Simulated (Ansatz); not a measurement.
Ansatz input

```yaml
crystal:
  lattice:
    - [-1.5100972361, 1.5100972361, 1.5100972361]
    - [1.5100972361, -1.5100972361, 1.5100972361]
    - [1.5100972361, 1.5100972361, -1.5100972361]
  atoms:
    - { symbol: V, position: [0.0, 0.0, 0.0], spin: 1.0, spin_axis: [0, 0, 1] }
hamiltonian:
  xc: rpbe
  pseudopotentials:
    kind: paw_fr
    azcp:
      V: "pseudopotentials/V.paw.azcp"
basis:
  ecutwfc: 420
  fft_grid_basis: typed
kpoints:
  mp_grid: { grid: [15, 15, 15], shift: [0, 0, 0] }
magnetization:
  noncollinear: true
  spin_orbit: true
scf:
  occupations: { method: fermi_dirac, width: 0.05 }
```

Terminal output

```
Engine: ansatz 0.2.0, aarch64-unknown-linux-gnu
Pseudopotentials: kind: paw_fr
Pseudopotential: V, paw_fr, valence charge 13, recommended cutoff 420 eV (normal) 
Functional definition: RPBE
  parameter kappa = 0.804
  parameter beta = 0.06672455060314922
  exchange = rpbe_x(kappa = kappa, mu = beta*pi^2/3)
  correlation = pbe_c(beta = beta)
Crystal: 1 atoms, lattice volume = 13.774 Å³
Basis set: ecut = 420 eV, 249 PW (Γ)
Bands: 22, of which v1, the nominal top of the filled ones, is band 13 counted from 1 (12 counted from 0)
Symmetry: 8 space group operations + 8 with time reversal
Magnetic group: BNS 139.537 (UNI 1197), of the structure as read, at distance tolerance 2.4e-5 Å
k-points: 288 of 3375 (time reversal used)
Projection manifold: j_resolved (fully-relativistic pseudo-atomic orbitals)
Non-local potential: V, projectors of the file, l = 0: 3, l = 1: 4, l = 2: 6, l = 3: 2
PAW form: soft (Blöchl's): semilocal exchange-correlation on the pseudo side does not see the compensation charge
PAW frozen core: V, regenerated for the run's functional, and the local potential with it (the file was generated under x = pbe(κ = 0.804, μ = 0.2195149727645171), c = pbe(β = 0.06672455060314922))
PAW one-centre angular grid: V, 590 points (default); XC on its mesh's 2615 points in the sphere
Initial density: superposition of atomic densities (chi_scale 0.1, normalization cell)
Starting moments: Σ|m| = 1 μB on 1 of 1 site
Initial wavefunctions: pseudopotential atomic-orbital guess
Functional: x = rpbe, c = pbe(β = 0.06672455060314922)
SCF iter   1: F=—  HF=-2917.080847 eV  |F-HF|=—  |Δ(HF+E_count)|=         —  Δρ=1.00e-1  dr2=8.95e-1  dr2_m=3.16e-1  ethr=3.10e-3  |M|=5.23e-1 ∫|m|=5.23e-1 μB  |m|>n=0.0e0 m-floor=0.0e0 τ_xc=0.0e0  β_m=0.30  ⟨swp⟩=5.8  Hψ=31673  notcnv=0  defer=43
SCF iter   2: F=—  HF=-2916.859920 eV  |F-HF|=—  |Δ(HF+E_count)|=   2.21e-1  Δρ=6.74e-2  dr2=3.45e-2  dr2_m=1.43e-1  ethr=3.10e-3  |M|=5.39e-1 ∫|m|=5.39e-1 μB  |m|>n=0.0e0 m-floor=0.0e0 τ_xc=1.3e-21  β_m=0.30  ⟨swp⟩=3.0  Hψ=14167  notcnv=0  defer=673
SCF iter   3: F=—  HF=-2916.876720 eV  |F-HF|=—  |Δ(HF+E_count)|=   1.68e-2  Δρ=5.26e-2  dr2=6.24e-3  dr2_m=8.72e-2  ethr=2.66e-4  |M|=5.02e-1 ∫|m|=5.02e-1 μB  |m|>n=0.0e0 m-floor=0.0e0 τ_xc=2.3e-21  β_m=0.30  ⟨swp⟩=2.1  Hψ=8833  notcnv=0  defer=674
SCF iter   4: F=—  HF=-2916.892156 eV  |F-HF|=—  |Δ(HF+E_count)|=   1.54e-2  Δρ=4.29e-2  dr2=2.97e-5  dr2_m=5.82e-2  ethr=4.80e-5  |M|=4.60e-1 ∫|m|=4.60e-1 μB  |m|>n=0.0e0 m-floor=0.0e0 τ_xc=2.9e-21  β_m=0.30  ⟨swp⟩=2.0  Hψ=10748  notcnv=0  defer=674
SCF iter   5: F=—  HF=-2916.900069 eV  |F-HF|=—  |Δ(HF+E_count)|=   7.91e-3  Δρ=3.55e-2  dr2=1.17e-5  dr2_m=3.97e-2  ethr=2.28e-7  |M|=4.22e-1 ∫|m|=4.22e-1 μB  |m|>n=0.0e0 m-floor=0.0e0 τ_xc=3.4e-21  β_m=0.30  ⟨swp⟩=2.0  Hψ=10130  notcnv=0  defer=674
SCF iter   6: F=—  HF=-2916.905429 eV  |F-HF|=—  |Δ(HF+E_count)|=   5.36e-3  Δρ=2.98e-2  dr2=4.55e-6  dr2_m=2.80e-2  ethr=9.03e-8  |M|=3.87e-1 ∫|m|=3.87e-1 μB  |m|>n=0.0e0 m-floor=0.0e0 τ_xc=3.5e-21  β_m=0.30  ⟨swp⟩=2.2  Hψ=9801  notcnv=0  defer=674
...
iter 14 did not close the SCF: its close was put off for a magnetic moment that had not settled (scf_convergence_deferred on its scf_iter line)
SCF iter  14: F=-2916.925576 eV  HF=-2916.925576 eV  |F-HF|=1.50e-9  |Δ(HF+E_count)|=   8.87e-7  Δρ=7.50e-6  dr2=1.81e-9  dr2_m=1.78e-9  ethr=5.40e-10  |M|=1.01e-4 ∫|m|=1.01e-4 μB  |m|>n=0.0e0 m-floor=0.0e0 τ_xc=6.4e-28  β_m=0.93  ⟨swp⟩=2.0  Hψ=11209  notcnv=0
iter 15 did not close the SCF: its close was put off for a magnetic moment that had not settled (scf_convergence_deferred on its scf_iter line)
SCF iter  15: F=-2916.925576 eV  HF=-2916.925576 eV  |F-HF|=1.58e-10  |Δ(HF+E_count)|=   4.21e-9  Δρ=1.61e-6  dr2=1.16e-11  dr2_m=8.19e-11  ethr=1.39e-11  |M|=4.96e-6 ∫|m|=8.37e-6 μB  |m|>n=0.0e0 m-floor=0.0e0 τ_xc=1.8e-29  β_m=0.97  ⟨swp⟩=1.0  Hψ=16610  notcnv=0
SCF iter  16: F=-2916.925576 eV  HF=-2916.925576 eV  |F-HF|=1.00e-11  |Δ(HF+E_count)|=  2.10e-10  Δρ=5.41e-7  dr2=9.60e-13  dr2_m=9.26e-12  ethr=1.00e-12  |M|=9.80e-6 ∫|m|=9.80e-6 μB  |m|>n=0.0e0 m-floor=0.0e0 τ_xc=2.6e-30  ⟨swp⟩=1.0  Hψ=17142  notcnv=0
WARN: the starting moments were not kept: the SCF closed with an absolute magnetisation of 9.8e-6 μB, where they sum to 1 μB in size (1 site). That is at most 0.1 of that sum. Measured as dr2_m measures the in/out step, that magnetisation stands 3.8e-11 eV from none, at or under the dr2_threshold of 1.0e-7 eV: it is no larger than a step whose dr2_m would equal this threshold. The system may hold no moment; this SCF shows only that its start led to no more than that. To try another start: raise the starting moments (crystal.atoms[].spin, magnetization.per_species, magnetization.initial_magnetization, or on a non-collinear deck that types none of these the spinor_matrix: blocks that start its atoms; where the total moment is fixed, keep their sum and leave initial_magnetization as it is; typed ones take the place of any that the run laid by itself, positive ones on a crystal's lanthanoids without a Hubbard term where scf.initial_density.shell_occupations: [] is typed) or, if the notice of its spin-set hold's release reads "site moments contracting" or "site moments show no strong build", lengthen the hold (scf.mixing.spin_hold: { on: { confirm: 4 } }; for m-r²SCAN on two components see the key's manual first). Each may lead to a state that holds a moment. A second SCF, from the converged charge density, with the starting moments and any scf.initial_density.shell_occupations laid on it anew, would have followed, and was not run: the deck does not ask for one (magnetization.retry_lost_moments is false, the default). To let it run, set magnetization.retry_lost_moments: true and run the deck again, where that key's refused combinations let it; where memory then withholds it, that run's warning says so.
SCF 1 converged in 16 iterations: F = -2916.925576 eV  dr2 = 9.60e-13
SCF converged after 16 iterations
Stability not checked: this state was not tested for a lower state beside it, because this non-collinear magnet's GGA is evaluated by the locally collinear projection, under which the energy is not smooth in the magnetisation (locally_collinear_gga; see scf.lower_state_search)
Magnetization: |M| = 0.0000 μB,  M = (-0.0000, -0.0000, -0.0000) μB
Absolute magnetization: 0.0000 μB (∫|m|, with the PAW one-centre terms)
  site 0: m = (+0.0000, -0.0000, -0.0000) μB, |m| = 0.0000 μB  (R = 1.08 Å)
Free energy (F): -2916.925576 eV
Harris-Foulkes:  -2916.925576 eV  (|F-HF|=1.00e-11)
Internal energy: -2916.911961 eV  (E = F + TS)
E sigma→0 (E₀):  -2916.918769 eV
Entropy (-TS):   -0.013614 eV (-13.614 meV/atom)
Fermi energy:    16.225927 eV
--- Per-component energies (eV) ---
  E_band       = -149.376500
  E_kinetic    = 335.844500
  E_local      = -908.257043  (includes V_loc(G=0)·N_el)
  E_nonlocal   = -46.866331
  E_hartree    = 416.084226
  E_xc         = -130.533130
  E_vxc        = -165.184736  (∫ρ·V_xc dr)
  E_paw        = -1116.965303  (= ΣΔE_a)
  E_vpaw       = -197.081581  (= ΣTr[D̂ρ^β])
  E_aug_tail   = 0.000278  (compensation charges beyond the density's cutoff)
  E_ewald      = -1466.167256
  E_core_change = -0.051903  (= ΣΔE_core)
  E_smearing   = -0.013614  (= −TS)
  E_closure    = 0.000000  (closes the sum)
  Σ components = -2916.925576   (vs F -2916.925576, Δ=0.00e0)
```
